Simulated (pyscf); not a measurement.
This saddle point was located with ωB97X-D3(BJ)/def2-SVP in PySCF.

```
Si
F 1 1.6464
O 1 1.6712 2 126.17
H 3 0.9650 1 109.71 2 -91.01
O 1 1.7032 2 96.14 3 -99.39
H 5 0.9625 1 113.33 2 -26.84
N 1 1.8583 2 93.85 6 -155.84
H 7 1.0184 1 112.24 2 -121.86
H 7 1.0189 8 108.46 3 -130.44
H 7 1.5229 8 124.33 9 -145.44
O 10 1.0687 7 124.35 8 -120.79
H 11 0.9661 10 120.85 7 132.00
```

Surface: singlet, charge 0. Lowest wavenumbers (cm⁻¹): 496i, 77, 156, 255, 304.

Name the species on either side of this saddle.

`[OH][Si]([OH])([OH])[F]` + `[NH3]` ⇌ `[OH2]` + `[NH2][Si]([OH])([OH])[F]`, a four-centre exchange read from left to right: O–Si, H–N broken and H–O, N–Si formed. At ωB97M-D3(BJ)/def2-TZVP it lies +28.8 kcal/mol from the left side and +18.2 kcal/mol from the right (each side as separated species at their lowest minima found). On the reactant side the descent ends in an adduct with a N–Si contact, 8.5 kcal/mol under the separated species and 37.0 kcal/mol under the saddle at ωB97X-D3(BJ)/def2-TZVP. On the product side the descent ends in a bound adduct (not fully relaxed), 9.6 kcal/mol under the separated species and 27.9 kcal/mol under the saddle at ωB97X-D3(BJ)/def2-TZVP. What is counted as formed (N–Si) is already present as a longer contact in the reactant adduct; forming that adduct is a step of its own. One saddle was located; it need not be the lowest between these sides.
